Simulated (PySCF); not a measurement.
**MgB+: from the state search to spectroscopic constants**

Aim: find the lowest electronic state of MgB+, scan its bond at several levels of theory, and get bond length, wavenumber and dissociation energy from each curve.

The runs use PySCF 2.14.0; Mg pcseg-2, B pcseg-2, no relativity.

## (1) Input

A driver script around PySCF takes these settings:

```yaml
atoms: Mg, B
charge: 1
basis: Mg pcseg-2, B pcseg-2
Hamiltonian: no relativity
basis_functions: 49
electrons_treated: 16
masses_in_u: 23.9850, 11.0093
levels: PBE0, PBE, r²SCAN, M06-L, M06-2X, M06, HSE06, HF, MP2, SCS-MP2, CCSD, CCSD(T)
grid: 80 radial by 434 angular points
occupations: held fixed by the projection of orbital angular momentum
dissociation_limit: Mg+ + B, each in its ground configuration
starting_distance_in_angstrom: 2.270
values_of_2S_to_try: 0, 2
```

On the command line:

```
$ OMP_NUM_THREADS=1 python dia.py task.json out
```

The runs that follow: The PBE0 curve of the state that the search chose; Higher solutions at PBE0; PBE (GGA); r²SCAN (meta-GGA); M06-L (meta-GGA); M06-2X; M06; HSE06; RHF (mean field); Adding correlation.

Q: Predict the outcome of this session. Wanted: for each run, Re; ωe; De; μ.

The runs gave:

Lowest PBE0 solution found, without spin–orbit coupling: ¹Σ⁺ (singlet), closed shell. State 3 has its PBE0 minimum 0.89 eV higher. State 4 has its PBE0 minimum 0.94 eV higher, as a spin-mixed determinant (⟨S²⟩ = 1.02), so this is no gap between pure states. The other levels ran on the lowest alone.

```tsv
level	Re (Å)	ωe (cm⁻¹)	De (eV)	μ (D)
RHF	2.612	334	0.257	-2.23
RHF-MP2	2.544	370	1.19	n/a
RHF-SCS-MP2	2.550	365	1.29	n/a
RHF-CCSD	2.560	359	1.51	n/a
RHF-CCSD(T)	2.561	356	1.60	n/a
PBE	2.584	334	1.77	-1.58
r²SCAN	2.585	341	1.34	-1.79
M06-L	2.533	353	n/a	-1.61
PBE0	2.568	348	1.50	-1.90
M06	2.529	347	1.68	-1.62
HSE06	2.570	346	1.50	-1.86
M06-2X	2.569	343	1.70	-1.48
```

De is counted to Mg+ + B in their ground configurations. A positive dipole points from Mg to B; in an ion it is taken about the centre of mass and does not tell which atom is negative.

Differences from CCSD(T) in the same basis:

```tsv
level	Re (mÅ)	ωe (%)
RHF	+51	-6.1
RHF-MP2	-16	+4.0
RHF-SCS-MP2	-11	+2.5
RHF-CCSD	0	+0.8
PBE	+24	-6.2
r²SCAN	+24	-4.2
M06-L	-27	-0.8
PBE0	+7	-2.1
M06	-32	-2.6
HSE06	+9	-2.8
M06-2X	+9	-3.4
```

Judged by CCSD(T) in the same basis: best bond length RHF-CCSD (0 mÅ), worst RHF (+51 mÅ); best wavenumber RHF-CCSD and M06-L (0.8 % off), worst PBE (-6.2 %). Of the levels with a De here, RHF gives the least (0.257 eV) and PBE the most (1.77 eV).

Correlated steps freeze 2 core orbitals.
